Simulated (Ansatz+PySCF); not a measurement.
# triplet CH₂: levels of theory in one basis

```yaml
atoms:
  - { symbol: C, position_ang: [0.0000, 0.0000, -0.0974] }
  - { symbol: H, position_ang: [0.0000, 0.9236, 0.2923] }
  - { symbol: H, position_ang: [0.0000, -0.9236, 0.2923] }
```

Basis set: def2-SVP (spherical functions). Frozen core: 1 orbital. Correlation on ROHF uses semicanonical orbitals with singles. Charge 0, multiplicity 3.

Computed with Ansatz (development build ahead of 0.2.0); each method stands on the lowest determinant of its kind that the runs found. NEVPT2 correlates all electrons. Active spaces start from the frontier orbitals, and the lowest solution found is given.

```csv
method,E − E(ROHF) (eV),<S²> of the determinant
ROHF,0.00,2.00
UHF,-0.14,2.01
ROHF-MP2,-2.60,–
UHF-MP2,-2.62,2.01
ROHF-CCSD,-3.11,–
UHF-CCSD,-3.12,2.01
ROHF-CCSD(T),-3.16,–
UHF-CCSD(T),-3.16,2.01
"CASSCF(6,6)",-0.93,–
```

Question: What does SC-NEVPT2(6,6) give on the same scale?

Answer: -2.75 eV. NEVPT2 here correlates all electrons, so it doesn't share the others' frozen core.

Question: Is a single determinant a sound starting point here?

Answer: By this sign, yes. Unrestricted orbitals gain 0.14 eV and <S²> is 2.01 against 2.00 for a pure state. The CASSCF(6,6) natural occupations are 1.98, 1.98, 1.00, 1.00, 0.02, 0.01.
